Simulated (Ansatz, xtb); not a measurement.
**Relative energy of two isomers of C3H5F**

Structure X is `C/C=C\F`, a singlet and structure Y is `C/C=C/F`, a singlet. Both are isolated molecules in the gas phase, relaxed with PBE0-D3(BJ)/def2-SVP.

Estimate E(Y) − E(X) at the level CCSD(T)/def2-TZVP.

Too close to call at this level: CCSD(T)/def2-TZVP gives E(Y) − E(X) = +0.65 kcal/mol.

The same difference at several levels:

```
               level              geometry  E(Y) − E(X) (kcal/mol)  departure from the last row (kcal/mol)  job, with rough time for the two
            GFN2-xTB              GFN2-xTB                     −0.69                                   −1.34             optimisation, 0.064 s
           HF/STO-3G              GFN2-xTB                     +0.12                                   −0.53              single point, 0.16 s
  r2SCAN-D4/def2-SVP              GFN2-xTB                     +1.15                                   +0.51               single point, 2.2 s
PBE0-D3(BJ)/def2-SVP  PBE0-D3(BJ)/def2-SVP                     +0.90                                   +0.26                optimisation, 15 s
        HF/def2-TZVP  PBE0-D3(BJ)/def2-SVP                     +0.53                                   −0.12           part of the CCSD(T) run
       MP2/def2-TZVP  PBE0-D3(BJ)/def2-SVP                     +0.71                                   +0.07           part of the CCSD(T) run
   CCSD(T)/def2-TZVP  PBE0-D3(BJ)/def2-SVP                     +0.65                                                        single point, 55 s
```

As drawn, both hold the same kinds of bond in the same numbers.

The largest departure from CCSD(T)/def2-TZVP is that of GFN2-xTB, 1.34 kcal/mol.

With harmonic frequencies from PBE0-D3(BJ)/def2-SVP (ideal gas, rigid rotor, one conformer each, 298.15 K, 1 atm): the zero-point term adds −0.16 kcal/mol; ΔH is +0.52 and ΔG +0.65 kcal/mol.

The correlated steps freeze 4 core orbitals. Codes used: Ansatz 0.2.0, xtb 6.7.1; the last row on 2 threads of Arm Neoverse V2 on a shared host.
